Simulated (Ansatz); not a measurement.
in.yaml

```yaml
crystal:
  periodic: [false, false, false]
  atoms:
    - {symbol: C, position_ang: [0.046119, 0.045765, -0.045927]}
    - {symbol: H, position_ang: [0.674156, 0.675776, 0.583294]}
    - {symbol: H, position_ang: [-1.319502, -1.309372, 1.314006]}
    - {symbol: H, position_ang: [-0.580475, 0.673930, -0.678425]}
    - {symbol: H, position_ang: [0.676258, -0.585679, -0.671602]}
basis:
  gaussian: {orbitals: 6-31G}
magnetization: {spin_polarized: true, initial_magnetization: 0}
hamiltonian: {xc: hf, pseudopotentials: {relativity: scalar}}
scf: {lower_state_search: full}
output: {orbitals: {seedname: orbitals}}
```

```sh
$ ansatz run in.yaml --threads 1 --pin off --events-out ev --progress --plain --max-ram 2393MiB
```

Output:

```
255 factors; integrals over basis functions are off by at most 2.5e-4 eV
mean field evaluation 1: about -1086.7844 eV, gradient 1.2e1 eV
mean field evaluation 2: about -1086.7817 eV, gradient 1.2e1 eV
mean field evaluation 4: about -1088.0344 eV, gradient 1.3e0 eV
mean field evaluation 8: about -1088.0580 eV, gradient 1.5e-5 eV
mean field evaluation 16: about -1089.8971 eV, gradient 1.0e-5 eV
mean field evaluation 32: about -1041.9733 eV, gradient 3.5e1 eV
mean field evaluation 64: about -1088.6446 eV, gradient 3.2e0 eV
mean field -1089.89705142 eV, -40.0529778810 hartree, gradient 1.2e-5 eV, S^2 0.883592; 5 other end points of the search recorded, 0 dependent functions left out
reference -1089.89705142 eV, -40.0529778810 hartree; 5, 5 occupied and 12, 12 virtual orbitals, 255 factors
Total energy: -1089.89705142 eV, -40.0529778810 hartree
Relativity: scalar
```

Ran on 1 thread of Arm Neoverse V1, shared host: 0.12 s wall, 0.19 GiB peak host memory.
